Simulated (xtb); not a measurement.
C3H7, charge +2, doublet, at a GFN2-xTB geometry of the parent state (a state made from the parent by changing its charge; the spin is typed, not shown lowest); GFN0-xTB run with xtb.

Input for xtb:
```
$ xtb mol.xyz --gfn 0 --chrg 2 --uhf 1 --json

# file mol.xyz
10

C      1.27144005     0.26136444     0.15051071
C      0.04225942    -0.44571636    -0.26565083
C     -1.30306849     0.06200839     0.07544610
H      2.10200493    -0.43469672     0.27126823
H      1.11603368     0.79614777     1.08683579
H      1.58638881     1.00146502    -0.59840502
H      0.12451508    -1.23313208    -0.99557949
H     -2.02226671    -0.75405806     0.15101738
H     -1.68419844     0.74820840    -0.69376511
H     -1.28626321     0.61012687     1.01679233
```

What the program printed (banner, timings and long lists left out):

```
   ID    Z sym.   atoms
    1    6 C      1-3
    2    1 H      4-10

           -------------------------------------------------
          |                Calculation Setup                |
           -------------------------------------------------

           -------------------------------------------------
          |                 G F N 0 - x T B                 |
           -------------------------------------------------

          ...................................................
          :                      SETUP                      :
          :.................................................:
          :  # basis functions                  26          :
          :  # atomic orbitals                  26          :
          :  # shells                           20          :
          :  # electrons                        17          :
          :  electronic temp.          300.0000000     K    :
          :  accuracy                    1.0000000          :
          :  -> integral cutoff          0.2500000E+02      :
          :  -> integral neglect         0.1000000E-07      :
          ...................................................

         :::::::::::::::::::::::::::::::::::::::::::::::::::::
         ::                     SUMMARY                     ::
         :::::::::::::::::::::::::::::::::::::::::::::::::::::
         :: total energy              -6.343269336313 Eh    ::
         :: gradient norm              0.052091592392 Eh/a0 ::
         :: HOMO-LUMO gap              3.880090959728 eV    ::
         ::.................................................::
         :: H0 energy                 -9.520585564753 Eh    ::
         :: repulsion energy           0.168111822950 Eh    ::
         :: electrostat energy         3.010226245111 Eh    ::
         :: -> Gsolv                   0.000000000000 Eh    ::
         ::    -> Gsasa                0.000000000000 Eh    ::
         ::    -> Gshift               0.000000000000 Eh    ::
         :: dispersion energy         -0.001021839622 Eh    ::
         :: short-range corr.          0.000000000000 Eh    ::
         :: add. restraining           0.000000000000 Eh    ::
         :: total charge               2.000000000000 e     ::
         :::::::::::::::::::::::::::::::::::::::::::::::::::::

           -------------------------------------------------
          |                Property Printout                |
           -------------------------------------------------

    * Orbital Energies and Occupations

         #    Occupation            Energy/Eh            Energy/eV
      -------------------------------------------------------------
         1        2.0000           -0.6383474             -17.3703
         2        2.0000           -0.6261532             -17.0385
         3        2.0000           -0.5997009             -16.3187
         4        2.0000           -0.5557896             -15.1238
         5        2.0000           -0.5416808             -14.7399
         6        2.0000           -0.5303213             -14.4308
         7        2.0000           -0.5228381             -14.2271
         8        1.8201           -0.4978095             -13.5461
         9        1.1799           -0.4949270             -13.4676 (HOMO)
        10                         -0.3523362              -9.5876 (LUMO)
        11                         -0.1602533              -4.3607
        12                         -0.1532283              -4.1696
        13                         -0.1168278              -3.1790
        14                         -0.1005538              -2.7362
        15                         -0.0928203              -2.5258
        16                         -0.0880827              -2.3969
        17                         -0.0705872              -1.9208
        18                          0.0614354               1.6717
        19                          0.1348606               3.6697
        20                          0.1720173               4.6808
       ...                                ...                  ...
        26                          0.4331182              11.7857
      -------------------------------------------------------------
                  HL-Gap            0.1425907 Eh            3.8801 eV
             Fermi-level            0.0000000 Eh            0.0000 eV

     #   Z          covCN         q      C6AA      α(0)
     1   6 C        3.751    -0.404    32.864     8.273
     2   6 C        2.882     0.090    27.428     8.559
     3   6 C        3.751    -0.404    32.864     8.273
     4   1 H        0.924     0.412     0.456     1.055
     5   1 H        0.925     0.378     0.519     1.126
     6   1 H        0.923     0.396     0.483     1.087
     7   1 H        0.926     0.348     0.582     1.193
     8   1 H        0.924     0.412     0.456     1.055
     9   1 H        0.923     0.396     0.483     1.087
    10   1 H        0.925     0.378     0.519     1.126

 Mol. C6AA /au·bohr⁶  :        467.414794
 Mol. C8AA /au·bohr⁸  :      11425.393405
 Mol. α(0) /au        :         32.834593

Wiberg/Mayer (AO) data.
largest (>0.10) Wiberg bond orders for each atom

 ---------------------------------------------------------------------------
     #   Z sym  total        # sym  WBO       # sym  WBO       # sym  WBO
 ---------------------------------------------------------------------------
     1   6 C    3.747 --     2 C    0.942     5 H    0.930     6 H    0.906
                             4 H    0.871
     2   6 C    3.065 --     1 C    0.942     3 C    0.942     7 H    0.933
     3   6 C    3.747 --     2 C    0.942    10 H    0.930     9 H    0.906
                             8 H    0.871
     4   1 H    0.948 --     1 C    0.871
     5   1 H    0.952 --     1 C    0.930
     6   1 H    0.980 --     1 C    0.906
     7   1 H    0.934 --     2 C    0.933
     8   1 H    0.948 --     3 C    0.871
     9   1 H    0.980 --     3 C    0.906
    10   1 H    0.952 --     3 C    0.930
 ---------------------------------------------------------------------------

Topologies differ in total number of bonds
Writing topology from bond orders to xtbtopo.mol

 dipole moment from electron density (au)
     X       Y       Z
   0.0650  -0.6906  -0.3961  total (Debye):    2.030

           -------------------------------------------------
          | TOTAL ENERGY               -6.343269336313 Eh   |
          | GRADIENT NORM               0.052091592392 Eh/α |
          | HOMO-LUMO GAP               3.880090959728 eV   |
           -------------------------------------------------

normal termination of xtb
```
